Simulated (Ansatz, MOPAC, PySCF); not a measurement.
Molecule: methyl formate, C₂H₄O₂, charge 0, multiplicity 1. SMILES: COC=O
Geometry: optimised at B3LYP-D3(BJ)/def2-TZVP (Ansatz, an electronic-structure program).

PM7 beside other levels, property by property. Set-up: no dispersion term unless named; non-relativistic; six Cartesian d functions in 6-31G* and its kin unless marked 5d; no spin-orbit coupling; PM7 with its own dispersion and hydrogen-bond terms; frozen cores in correlated levels; open shells spin-unrestricted. CBS(X,Y): correlation extrapolated as X^-3; Hartree-Fock from the larger set. [CCSD(T)-MP2]/basis is that difference in the basis named. First-principles rows: single points at B3LYP-D3(BJ) geometries (Ansatz), with unscaled harmonic terms from B3LYP/6-31G* at its own minima, enthalpies of formation by atomisation with measured atoms. Semi-empirical rows: MOPAC heats of formation at their own minima for 298 K, the proton's as measured; dipoles at the shared geometry.

Measured values: Active Thermochemical Tables 1.112 (ions: stationary electron), as tabulated in the package chemicals; Active Thermochemical Tables 1.112 (ions: stationary electron), as tabulated in the package chemicals; G2/97 table in ASE (Curtiss et al.); NIST CCCBDB, as tabulated in the package chemicals; they hold spin-orbit and core effects, anharmonicity and other conformers. Coupled cluster (Ansatz) is a level with limits of its own, used here on species with T1 under 0.025 (0.045 for open shells) and stable references: RI-MP2/CBS(cc-pVTZ,cc-pVQZ)+[CCSD(T)-MP2]/cc-pVTZ.

```
property                                                                            PM7 (MOPAC)  AM1 (MOPAC)  PBE/6-31G* (Ansatz)  BP86/def2-SVP (PySCF)        to compare with
----------------------------------------------------------------------------------  -----------  -----------  -------------------  ---------------------  ---------------------
proton affinity at O (heteroatom site), enthalpy at 298 K, to COC=[OH+] (kcal/mol)        181.0        185.4                187.0                  188.9  187.5 coupled cluster
C-H bond dissociation enthalpy at 298 K, to CO[C]=O + H atom (kcal/mol)                    80.8         92.9                 95.1                   96.7  100.2 coupled cluster
C-O bond dissociation enthalpy at 298 K, to [CH]=O (CHO) + C[O] (CH3O) (kcal/mol)          78.4         79.7                101.0                   99.2          99.6 measured
size of the dipole moment (D)                                                              1.76         1.50                 1.82                   1.82          1.77 measured
enthalpy of formation at 298 K (kcal/mol)                                                 -84.0        -91.1               -114.4                 -122.8         -85.5 measured
```

As the rows show:
- proton affinity at O (heteroatom site), enthalpy at 298 K, to COC=[OH+]: PM7 lies 6.5 kcal/mol below coupled cluster.
- C-H bond dissociation enthalpy at 298 K, to CO[C]=O + H atom: PM7 lies 19.4 kcal/mol below coupled cluster.
- C-O bond dissociation enthalpy at 298 K, to [CH]=O (CHO) + C[O] (CH3O): PM7 lies 21.2 kcal/mol below the measured value.
- size of the dipole moment: PM7 lies 0.01 D below the measured value.
- enthalpy of formation at 298 K: PM7 lies 1.5 kcal/mol above the measured value.

The properties are those with a value to compare with, at most eight drawn at random. No case is left out for the size of its miss. Left out are saddle points of the reference geometry, anions that the best level run finds unbound, excited spin states, species near biochemistry, cases with under five habitual levels, runs that failed or whose electronic state is in doubt, and table entries that another table contradicts.
